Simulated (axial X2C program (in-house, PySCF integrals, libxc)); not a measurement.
## AlH: properties at the nuclei

Calculated with an axial X2C code built on PySCF integrals: two-component X2C with atomic mean-field Coulomb and Gaunt terms, Gaussian nuclei, basis Al dyall-v3z, H dyall-v3z with contracted cores.

R = 1.669 Å (near the PBE0 minimum at charge 0 of the determinant lowest at the starting distance; the state shown can have its own minimum elsewhere).

Input and command:
```json
{"zs": [13, 1], "q": 0, "bas": ["dyall-v3z", "dyall-v3z"], "r0": 1.58, "levels": ["PBE0", "HF", "BHandHLYP", "PBE50", "TPSSh"], "nst": 3}
```
```bash
python soeom.py task.json out
```

Keys: zs atomic numbers; q charge; bas basis sets; r0 starting distance in Å; levels methods; nst determinants followed.

Determinant lowest in the PBE0 search, Ω = 0 (closed shell), highest spinor 46% Al p, 31% Al s, 18% H s:

| level | qzz Al (a.u.) | qzz H (a.u.) | μ (D) |
| --- | --- | --- | --- |
| PBE0 | -1.51 | 0.08 | -0.13 |
| HF | -1.48 | 0.08 | 0.00 |
| BHandHLYP | -1.52 | 0.07 | -0.22 |
| PBE50 | -1.50 | 0.08 | -0.07 |
| TPSSh | -1.51 | 0.08 | -0.08 |

Determinant 1.73 eV from it at PBE0 and this distance, Ω = 2 (⟨Sz⟩ = 1.00, ⟨Lz⟩ = 1.00 at PBE0), spin on the atoms Al 0.86, H 0.14:

| level | Eeff magnitude (GV/cm) | Ws magnitude Al (kHz) | A∥/gI Al (MHz) | qzz Al (a.u.) | A∥/gI H (MHz) | qzz H (a.u.) | μ (D) |
| --- | --- | --- | --- | --- | --- | --- | --- |
| PBE0 | 0.159 | 0.0301 | 277 | -0.34 | 22.1 | 0.08 | -0.60 |
| HF | 0.177 | 0.0335 | 326 | -0.49 | 18.6 | 0.08 | -0.80 |
| BHandHLYP | 0.172 | 0.0326 | 293 | -0.33 | 26.2 | 0.08 | -0.67 |
| PBE50 | 0.165 | 0.0312 | 287 | -0.37 | 21.4 | 0.08 | -0.67 |
| TPSSh | 0.155 | 0.0294 | 280 | -0.33 | 23.4 | 0.08 | -0.62 |

Eeff is the effective electric field on the electron electric dipole moment in this Ω state and Ws the scalar–pseudoscalar constant of the nucleus named (defined with the proton number Z and per Ω); A∥ (defined per Ω) follows by multiplying with gI = μI/(I μN); qzz is the electric field gradient, eQq0 = 234.96 MHz × Q/barn × qzz; μ is positive if the H end (last atom) is positive. The operators were transformed with the bare-nucleus X2C matrices; with these basis sets, hyperfine constants and field gradients can be off by tens of per cent, and where levels differ in sign neither size nor sign is settled.

With Q(27Al) = 0.1466 barn (Q from Pyykkö, Mol. Phys. 2018), turn the PBE0 values of the first state into constants in MHz.

eQq0(27Al) = 234.96 × (0.1466) × (-1.51) = -52 MHz.

Each state is one determinant with collinear spin, which with several unpaired electrons need not be a pure state. Unrestricted Hartree–Fock can overshoot spin polarisation at the nuclei. With several open shells hyperfine constants can be off by a factor of several. Open-shell Ω = 0 determinants with evenly filled partner blocks cannot be reached by this program, so the Ω shown need not be the lowest component. The search compared states at one distance, so a state with another bond length can lie lower. Further determinants of the search, some of them spin-mixed, are not shown. PBE0 term energies can be off by some tenths of an eV.
